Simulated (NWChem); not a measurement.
Species: CS; SMILES [C-]#[S+]

Computed with NWChem. Pople sets run with spherical d functions. Each level has its own optimisation. Computed dipoles belong to the equilibrium geometry; the measured one is vibrationally averaged.

Measured dipole moment: 1.98 D (NIST CCCBDB, as tabulated in the package chemicals).

Problem. Which of these levels lies farthest from the measured value, and how do the others fare: Hartree-Fock/3-21G; PBE0/def2-SVP; PBE/def2-SVP; LDA (Slater exchange, VWN5)/def2-SVP; Hartree-Fock/6-31G*; Hartree-Fock/STO-3G; BLYP/def2-SVP; B3LYP/6-31G*?

Solution. Hartree-Fock/3-21G.
```tsv
level	dipole moment (D)	computed − measured
Hartree-Fock/STO-3G	1.01	-0.97
Hartree-Fock/3-21G	0.85	-1.13
Hartree-Fock/6-31G*	1.35	-0.63
B3LYP/6-31G*	1.52	-0.46
LDA (Slater exchange, VWN5)/def2-SVP	1.95	-0.03
PBE/def2-SVP	1.82	-0.16
BLYP/def2-SVP	1.84	-0.14
PBE0/def2-SVP	1.80	-0.18
```
